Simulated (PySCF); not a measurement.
**Choosing a basis for TDDFT**

Species: C₂H₃F₃.
SMILES: `FC(F)CF`

TDDFT with PBE0 (PySCF), vertical singlets, core orbitals frozen in the response, spherical d and f functions. One conformer (not necessarily the lowest) at the PBE0-D3(BJ)/def2-SVP geometry, without solvent, vibrations or thermal averaging.

Compare 6-31G*, def2-SVP, 6-31+G*, def2-SVPD, aug-cc-pVDZ, def2-TZVP, def2-TZVPD and aug-cc-pVTZ for this molecule.

```tsv
basis	functions	diffuse	S1 (eV)	S2 (eV)	S3 (eV)	S4 (eV)	S5 (eV)	LUMO (eV)	α (au)
6-31G*	76	no	9.82	10.44	10.98	11.22	11.57	2.56	23.3
def2-SVP	85	no	9.77	10.31	10.37	10.70	10.98	2.13	22.9
6-31+G*	96	yes	8.92	9.13	9.48	9.50	9.84	0.57	27.0
def2-SVPD	133	yes	9.18	9.38	9.71	10.03	10.09	0.79	29.5
aug-cc-pVDZ	142	yes	8.68	8.80	9.12	9.24	9.52	0.04	29.8
def2-TZVP	173	no	9.32	9.91	9.96	10.34	10.61	1.45	27.2
def2-TZVPD	221	yes	8.89	8.98	9.43	9.53	9.75	0.44	30.1
aug-cc-pVTZ	299	yes	8.67	8.80	9.09	9.25	9.46	0.00	30.2
```

States are compared by their number. Against the largest diffuse basis here (aug-cc-pVTZ, itself not a converged limit), sets without diffuse functions differ by up to 1.14 eV in S1 and 2.12 eV in S5; the smaller diffuse sets differ by up to 0.51 and 0.63 eV. State by state, the largest deviation of a set without diffuse functions is S1 1.14, S2 1.64, S3 1.88, S4 1.98, S5 2.12 eV. The same number needn't mean the same state in each row. Against aug-cc-pVTZ the polarisability deviates by -23% in 6-31G*, -24% in def2-SVP, -10% in 6-31+G*, -2% in def2-SVPD, -1% in aug-cc-pVDZ, -10% in def2-TZVP, 0% in def2-TZVPD. A single + in a Pople set puts diffuse functions on heavy atoms only.
